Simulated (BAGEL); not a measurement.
# MgCl2 (SMILES [Cl][Mg][Cl]) at HF/def2-TZVPP (density fitting with qzvpp-jkfit)

Aim: the energy change on altering one bond length of MgCl2 at HF/def2-TZVPP (density fitting with qzvpp-jkfit), from 2 runs. 

Program for the calculation: BAGEL 1.2.2.

1 further run of the same task is left out (set aside as unsound or not needed).

## 1. The structure to begin with

The species is MgCl2 (3 atoms), meant as a singlet with charge 0. As SMILES, `[Cl][Mg][Cl]`. The shape comes from GFN2-xTB, which is rough for such elements, and wasn't checked as a minimum.

Bond lengths: Mg1–Cl2 2.121 Å, Mg1–Cl3 2.119 Å. Angles: Cl2–Mg1–Cl3 178.9°.

## 2. The energy at HF/def2-TZVPP (density fitting with qzvpp-jkfit)

Contents of calc.json:

```json
{ "bagel" : [

{
  "title" : "molecule",
  "basis" : "tzvpp",
  "df_basis" : "qzvpp-jkfit",
  "angstrom" : "true",
  "geometry" : [
    { "atom" : "Mg", "xyz" : [      -0.012090,      -0.006970,      -0.000690 ] },
    { "atom" : "Cl", "xyz" : [      -0.010090,      -0.016320,       2.119970 ] },
    { "atom" : "Cl", "xyz" : [       0.022170,       0.023290,      -2.119290 ] }
  ]
},

{
  "title" : "hf"
},

{
  "title" : "print",
  "file" : "orbitals.molden",
  "orbitals" : "true"
}

]}
```

Run with:

```bash
$ BAGEL_NUM_THREADS=1 BAGEL calc.json > calc.out
```

Output:

```text
* using 1 threads per process

  ===============================================================
  ===============================================================

  *** Geometry ***

  { "atom" : "Mg", "xyz" : [     -0.022847,     -0.013171,     -0.001304 ] },
  { "atom" : "Cl", "xyz" : [     -0.019067,     -0.030840,      4.006163 ] },
  { "atom" : "Cl", "xyz" : [      0.041895,      0.044012,     -4.004878 ] },

  Number of auxiliary basis functions:      368

  Since a DF basis is specified, we compute 2- and 3-index integrals:
    o Being stored without compression. Storage requirement is 0.040 GB

  Number of basis functions:      116
  Number of electrons      :       46

    * METHOD: MOLECULE                             0.16

  *** RHF ***

  === Nuclear Repulsion ===
   137.9196756660

      * DIIS with orbital gradients will be used.

  === RHF iteration (tzvpp) ===
      0      -1118.72865050          0.00862047           0.07
      1      -1118.78816296          0.00366317           0.06
      2      -1118.79795678          0.00041347           0.06
      3      -1118.79822582          0.00012314           0.06
      4      -1118.79825503          0.00003322           0.06
      5      -1118.79825704          0.00000860           0.06
      6      -1118.79825714          0.00000161           0.06
      7      -1118.79825715          0.00000046           0.06
      8      -1118.79825715          0.00000014           0.06
      9      -1118.79825715          0.00000003           0.06
     10      -1118.79825715          0.00000001           0.06
    * SCF iteration converged.

    * Permanent dipole moment:
           (    0.038078,     0.021953,     0.003172) a.u.

    * METHOD: HF                                   0.83

    * METHOD: PRINT                                0.03

  ===============================================================
```

It took 1.1 s on 1 thread of Arm Neoverse V1, shared host; peak memory 0.12 GiB.

## 3. The distorted shape, same level

Contents of job.json:

```json
{ "bagel": [

{
  "title": "molecule",
  "basis": "tzvpp",
  "df_basis": "qzvpp-jkfit",
  "angstrom": true,
  "geometry": [
    { "atom": "Mg", "xyz": [      -0.022368,      -0.016048,       0.634869 ] },
    { "atom": "Cl", "xyz": [      -0.020368,      -0.025398,       2.755529 ] },
    { "atom": "Cl", "xyz": [       0.022170,       0.023290,      -2.119290 ] }
  ]
},

{ "title": "hf" },

{ "title": "print", "file": "orbitals.molden", "orbitals": true }

]}
```

Run with:

```bash
$ BAGEL_NUM_THREADS=1 BAGEL job.json > job.out
```

Output:

```text
* using 1 threads per process

  ===============================================================
  ===============================================================

  *** Geometry ***

  { "atom" : "Mg", "xyz" : [     -0.042269,     -0.030326,      1.199729 ] },
  { "atom" : "Cl", "xyz" : [     -0.038490,     -0.047995,      5.207195 ] },
  { "atom" : "Cl", "xyz" : [      0.041895,      0.044012,     -4.004878 ] },

  Number of auxiliary basis functions:      368

  Since a DF basis is specified, we compute 2- and 3-index integrals:
    o Being stored without compression. Storage requirement is 0.040 GB

  Number of basis functions:      116
  Number of electrons      :       46

    * METHOD: MOLECULE                             0.15

  *** RHF ***

  === Nuclear Repulsion ===
   121.4605062788

      * DIIS with orbital gradients will be used.

  === RHF iteration (tzvpp) ===
      0      -1118.66853901          0.00929353           0.06
      1      -1118.74125784          0.00439235           0.06
      2      -1118.75729292          0.00043818           0.06
      3      -1118.75758874          0.00013200           0.06
      4      -1118.75762314          0.00004043           0.06
      5      -1118.75762600          0.00001155           0.06
      6      -1118.75762630          0.00000300           0.06
      7      -1118.75762631          0.00000099           0.06
      8      -1118.75762632          0.00000034           0.06
      9      -1118.75762632          0.00000008           0.06
     10      -1118.75762632          0.00000003           0.06
     11      -1118.75762632          0.00000001           0.06
     12      -1118.75762632          0.00000000           0.06
    * SCF iteration converged.

    * Permanent dipole moment:
           (    0.055705,     0.037916,    -1.166312) a.u.

    * METHOD: HF                                   0.93

    * METHOD: PRINT                                0.03

  ===============================================================
```

It took 1.2 s on 1 thread of Arm Neoverse V1, shared host; peak memory 0.12 GiB.

## 4. Results

At HF/def2-TZVPP (density fitting with qzvpp-jkfit):

| quantity | value |
| --- | --- |
| first shape: total energy | -1118.79826 Eh |
| first shape: dipole moment | 0.11 D |
| first shape: HOMO energy | -12.35 eV |
| first shape: LUMO energy | 0.64 eV |
| first shape: HOMO–LUMO gap | 12.99 eV |
| distorted shape: total energy | -1118.75763 Eh |
| distorted shape: dipole moment | 2.97 D |
| distorted shape: HOMO energy | -11.07 eV |
| distorted shape: LUMO energy | -0.35 eV |
| distorted shape: HOMO–LUMO gap | 10.72 eV |
| energy change with the Mg1–Cl3 bond stretched from 2.119 to 2.755 Å | 1.106 eV |

With the Mg1–Cl3 bond stretched from 2.119 to 2.755 Å the energy rises by 1.11 eV (25 kcal/mol). The first shape isn't relaxed at this level, so the change isn't measured from a minimum.
